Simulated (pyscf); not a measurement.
Routes from Cl–Ga (SMILES [Cl][Ga]) [singlet] + H₂O (SMILES O)

Candidate steps break at most two bonds and form at most two. Each was searched with GFN2-xTB (tblite) first. Structures and frequencies: ωB97X-D3(BJ)/def2-SVP in PySCF. Energies: ωB97M-D3(BJ)/def2-TZVP, kcal/mol, from the separated reactants, singlet surface; ΔG‡ with ideal gas, 1 atm, RRHO with modes under 100 cm⁻¹ raised to 100, one conformer, R ln 2 for chiral ones without a mode under 150 cm⁻¹.

| products | type | ΔE‡ | ΔE | ΔG‡ 298 K | ΔG‡ 900 K | ν‡ (cm⁻¹) |
|---|---|---|---|---|---|---|
| HO–GaH–Cl | insertion | 46.1 | -11.5 | 51.5 | 68.9 | 1485i |
| O=Ga–Cl + H₂ | concerted two-bond exchange | 94.3 | +50.3 | 96.3 | 112.3 | 1366i |

Row 1: On the reactant side the descent ends in a bound adduct (not fully relaxed), 10.1 kcal/mol under the separated species and 55.0 kcal/mol under the saddle at ωB97X-D3(BJ)/def2-TZVP. Row 2: On the reactant side the descent ends in a bound adduct, 10.1 kcal/mol under the separated species and 104.5 kcal/mol under the saddle at ωB97X-D3(BJ)/def2-TZVP. 

Plain bond fissions and candidates not yet searched are not listed, and one of them may be faster. Each barrier is that of the saddle found; lower ones may exist. A restricted solution here is unstable towards spin polarisation, so biradical character is likely and single-reference numbers are less safe. Elements up to Kr have no core potential and no relativistic terms here.
